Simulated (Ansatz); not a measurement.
Two shapes of singlet B₂H₆.

Shape 1:

```xyz
8

B     0.0000    0.0000    0.8809
B     0.0000    0.0000   -0.8809
H     0.9934    0.0000    0.0000
H    -0.9934    0.0000    0.0000
H     0.0000    1.0515    1.4667
H     0.0000   -1.0515    1.4667
H     0.0000    1.0515   -1.4667
H     0.0000   -1.0515   -1.4667
```

Shape 2:

```xyz
8

B     0.0483   -0.0074    0.8701
B    -0.0363   -0.0218   -0.8543
H     1.0037   -0.0365   -0.0325
H    -0.9939    0.0237   -0.0440
H    -0.0340    1.0579    1.5028
H    -0.0394   -1.0271    1.4480
H    -0.0403    1.0804   -1.4601
H    -0.0103   -1.0986   -1.4802
```

Basis set: 6-31G* (spherical functions). Frozen core: 2 orbitals. Charge 0, multiplicity 1.

Computed with Ansatz (development build ahead of 0.2.0); each method stands on the lowest determinant of its kind that the runs found.

Q: Which shape is lower in energy, and by how much in each method?

A:

| method | E(2) − E(1) (eV) |
| --- | --- |
| RHF | 0.223 |
| RHF-MP2 | 0.194 |

Shape 1 is lower.
